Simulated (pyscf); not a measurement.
This saddle point was located with ωB97X-D3(BJ)/def2-SVP in PySCF.

```
In
H 1 1.7060
H 1 1.7129 2 135.14
O 1 2.1619 2 109.80 3 -155.06
H 4 0.9665 1 116.99 2 153.67
H 4 1.3424 5 112.55 1 -75.83
H 6 0.9722 4 152.99 5 117.60
```

Surface: singlet, charge 0. Lowest wavenumbers (cm⁻¹): 1214i, 354, 403, 483, 524.

**Question.** Which two sides does it connect, and which bonds change?

**Answer.** InH₃ (SMILES [InH3]) + H₂O (SMILES O) ⇌ HO–InH₂ (SMILES [OH][InH2]) + H₂ (SMILES [H][H]), a four-centre exchange read from left to right: H–In, H–O broken and In–O, H–H formed. At ωB97M-D3(BJ)/def2-TZVP it lies +54.1 kJ/mol from the left side and +73.0 kJ/mol from the right (each side as separated species at their lowest minima found). On the reactant side the descent ends in an adduct with a In–O contact, 59.5 kJ/mol under the separated species and 105.0 kJ/mol under the saddle at ωB97X-D3(BJ)/def2-TZVP. What is counted as formed (In–O) is already present as a longer contact in the reactant adduct; forming that adduct is a step of its own. At the saddle there is also a short H–In contact that neither side keeps. At ωB97X-D3(BJ)/def2-TZVP the barrier from the zero used here is 45.6 kJ/mol. One saddle was located; it need not be the lowest between these sides. Elements past Kr carry the def2 core potentials, without spin-orbit coupling.
